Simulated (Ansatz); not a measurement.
```xyz
11

C     1.3418    0.0120   -0.0054
C     0.6773    1.1575    0.0066
C    -0.7050    1.1836    0.0446
C    -1.3602   -0.0397    0.0062
C    -0.7281   -1.2063   -0.0374
C     0.7032   -1.1858   -0.0460
H     1.2521    2.1523   -0.0483
H    -1.1924    2.1631   -0.0013
H    -2.4984   -0.0193    0.0423
H    -1.2256   -2.1132   -0.0332
H     1.2488   -2.1837   -0.0336
```

UHF-MP2 on doublet C6H5 was run in several spherical basis sets with Ansatz (development build ahead of 0.2.0). Frozen core: 6 orbitals. Caution for UHF-MP2: the unrestricted determinant is spin contaminated.

(1) Rank the basis sets by the total energy that they give, lowest first, with the distance from the lowest.
A. def2-SVP
B. 6-31G(d)
C. cc-pVDZ

## Answers

(1) C (0.00 eV), B (1.34 eV), A (5.16 eV).

Totals follow the description of the cores as much as that of the bonds, so this order isn't one of quality for chemistry.
